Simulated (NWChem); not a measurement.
**Extrapolating the CCSD(T) correlation energy of FLi**

```
F
Li 1 1.5290
```
Charge 0, spin multiplicity 1.

All runs are NWChem calculations. The geometry was optimised at B3LYP/def2-SVP, a minimum by its harmonic frequencies.

The correlated methods keep 1 core orbital frozen. The structure started from a generated list of species. Coupled-cluster values serve here as a point of comparison, not as the truth.

Worked example. The CCSD(T) correlation energy is -298.09 mHa in cc-pVTZ and -328.98 mHa in cc-pVQZ. The form E(X) = E∞ + A/X³ turns the pair into an estimate of the basis-set limit.

E∞ = (4³·(-328.98) − 3³·(-298.09))/(4³ − 3³) = -351.5 mHa. The larger basis holds 94 % of that, at about 8 times the processor time of the smaller one. This is a two-point estimate.
